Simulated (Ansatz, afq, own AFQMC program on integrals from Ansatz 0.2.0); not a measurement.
AFQMC on a folder of integrals that Ansatz 0.2.0 wrote.

```yaml
crystal:
  periodic: [false, false, false]
  atoms:
    - {symbol: Si, position_ang: [0.000156, -0.000108, -0.076103]}
    - {symbol: H, position_ang: [2.462706, 0.025392, 0.711865]}
    - {symbol: H, position_ang: [-1.254641, 2.122831, 0.701270]}
    - {symbol: H, position_ang: [-1.212411, -2.145214, 0.707413]}
basis:
  gaussian: {orbitals: 6-31G}
magnetization: {spin_polarized: true, initial_magnetization: 1}
correlation: {method: ccsd_t, electrons: outside_noble_gas, hamiltonian_folder: ham}
```

```sh
$ ansatz run in.yaml --threads 1 --pin off --events-out ev --progress --plain --max-ram 24576MiB --backend cuda --devices 0, --max-vram 18GiB
```

afq runs on the folder ham with

```
--method phaseless --trial cisd --walkers 4000 --populations 20 --least-time 60 --time-step 0.005 --steps-per-block 50 --equilibration-blocks 40 --max-blocks 4000 --target-error 0.00032 --factor-cut 1e-05 --start spin_pure --seed 708 --release-times 0.24,0.51,0.99,1.62,2.4 --release-step 0.03 --release-every 3 --taylor-order 6
```

Times are imaginary, in 1/Eh. The walk had a cap of 122 s. With eight or more populations the least sampling time is a fifth of least-time, and the error comes from their spread.

```
orbitals 14  electrons 4 3  factors 71 of 236
reference energy -290.32785739 Eh
CCSD correlation -0.08224105 Eh in 28 cycles, weight of the determinant in the CISD state 0.4151
energy of the start -290.368212 Eh
 block  time / (1/Eh)  mean weight  energy / Eh
     1     0.250  1.0000  -290.376317
     2     0.500  1.0000  -290.382360
     3     0.750  0.9999  -290.387010
     4     1.000  1.0001  -290.390398
     5     1.250  1.0001  -290.393670
     8     2.000  1.0000  -290.399515
    11     2.750  1.0000  -290.404299
    15     3.750  1.0000  -290.406373
    17     4.250  0.9999  -290.407088
    23     5.750  1.0000  -290.408542
    29     7.250  1.0001  -290.407602
    35     8.750  1.0000  -290.409540
    41    10.250  1.0000  -290.409267
    47    11.750  1.0001  -290.410672
    53    13.250  1.0000  -290.409623
    59    14.750  0.9998  -290.407842
    65    16.250  1.0001  -290.408379
    71    17.750  1.0000  -290.408876
    77    19.250  0.9999  -290.408580
    83    20.750  0.9997  -290.408697
    89    22.250  1.0001  -290.408812
error from the spread of 20 populations
released: time / (1/Eh)  energy / Eh  error  mean overlap
  0.24  -290.409144  0.000203  1.0008
  0.51  -290.411248  0.001612  1.0003
  0.99  -290.410240  0.000221  1.0036
  1.62  -290.410771  0.000273  1.0053
  2.40  -290.411360  0.000257  1.0085
energy -290.408618 +/- 0.000266 Eh
(rows thinned)
```

(1) Estimate how long the walk took on 1 × NVIDIA H100 80GB HBM3 with 2 threads of AMD EPYC 7R13 Processor (Zen 3) (shared host) (the card was shared).

The run passed its tests (sampling time, drift between the halves within three errors, error under three times the target), which doesn't prove that it has relaxed.

Against this walk (error 7.2 meV) on the same determinant: CCSD(T) 154.7 meV lower, full CI 226.2 meV lower. The error is statistical and leaves out the bias of the constraint. The determinant has ⟨S²⟩ = 2.19, so the low cluster orders mix in higher spin, while the walk starts as a pure doublet. The released energies have errors that jump between times, so the bars are unsure (meV from the phaseless value at times in 1/Eh: -14 ± 6 at 0.24, -72 ± 44 at 0.51, -44 ± 6 at 0.99, -59 ± 7 at 1.62, -75 ± 7 at 2.40), so they give no level; they do show a bias of the constraint, and the last of them that isn't too noisy lies 152 meV above full CI. Full CI is exact here, so the walk's 226 meV above it is the walk's own error: the bias of the constraint with this trial. It lies above even CCSD, by 40 meV. The determinant is a poor start (see the cautions), so the low cluster orders aren't to be relied on, and full CI is the sure value.

Cautions: constraint bias not in the error; the search met a lower determinant of the same kind, perhaps of another symmetry (426 meV lower); strong correlation (T1 0.178, weight of the determinant 0.42, largest double 0.42); unrestricted determinant spin contaminated (⟨S²⟩ 2.19 against 0.75).

## Answers

(1) 24 s of wall time.

A walk keeps the symmetry of its determinant, which the program's search chose and which needn't be the lowest solution, so a lower state of the same spin and another symmetry isn't excluded.
